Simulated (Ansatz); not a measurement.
Input file:

```yaml
crystal:
  periodic: [false, false, false]
  atoms:
    - {symbol: Ge, position_ang: [0.000000, 0.000000, 2.025400]}
    - {symbol: B, position_ang: [0.000000, 0.000000, 0.000000]}
    - {symbol: Ge, position_ang: [0.000000, 0.000000, -2.025400]}
basis:
  gaussian: {orbitals: cc-pVTZ}
magnetization: {spin_polarized: true, initial_magnetization: 1}
hamiltonian: {xc: {name: PBE}}
correlation: {method: rpa, electrons: outside_noble_gas}
```

```sh
$ ansatz run in.yaml --threads 2 --pin off --events-out ev --progress --plain --max-ram 16896MiB --backend cuda --devices 0, --max-vram 18GiB
```

Output:

```
761 factors; integrals over basis functions are off by at most 1.2e-3 eV
mean field evaluation 1: about -113685.0601 eV, gradient 3.7e1 eV
mean field evaluation 2: about -113685.0595 eV, gradient 3.7e1 eV
mean field evaluation 4: about -113692.2899 eV, gradient 1.2e1 eV
mean field evaluation 8: about -113693.3485 eV, gradient 4.6e-1 eV
mean field evaluation 16: about -113693.3502 eV, gradient 4.1e-4 eV
mean field evaluation 32: about -113693.3499 eV, gradient 7.9e-2 eV
mean field evaluation 64: about -113692.9768 eV, gradient 8.7e-2 eV
mean field evaluation 96: about -113693.3382 eV, gradient 4.6e-1 eV
mean field evaluation 128: about -113693.3497 eV, gradient 6.9e-2 eV
mean field evaluation 160: about -113692.0615 eV, gradient 4.4e-1 eV
mean field evaluation 192: about -113692.9767 eV, gradient 3.6e-3 eV
mean field -113693.35022195 eV, -4178.1535565359 hartree, gradient 2.8e-6 eV, S^2 0.752737; 14 other end points of the search recorded, 0 dependent functions left out
29 core orbitals not correlated: weight in the atoms' cores, before any rotation towards them, 0.999 or more for the frozen orbitals, at most 0.000 for the correlated occupied ones
reference -113616.19454545 eV, -4175.3181377228 hartree; 6, 5 occupied and 81, 82 virtual orbitals, 761 factors
Total energy: -113629.44754165 eV, -4175.8051763499 hartree
```

Ran on 2 threads of AMD EPYC 7R13 with a shared H100 80 GB, shared host: 7 s wall, 0.89 GiB peak host memory.
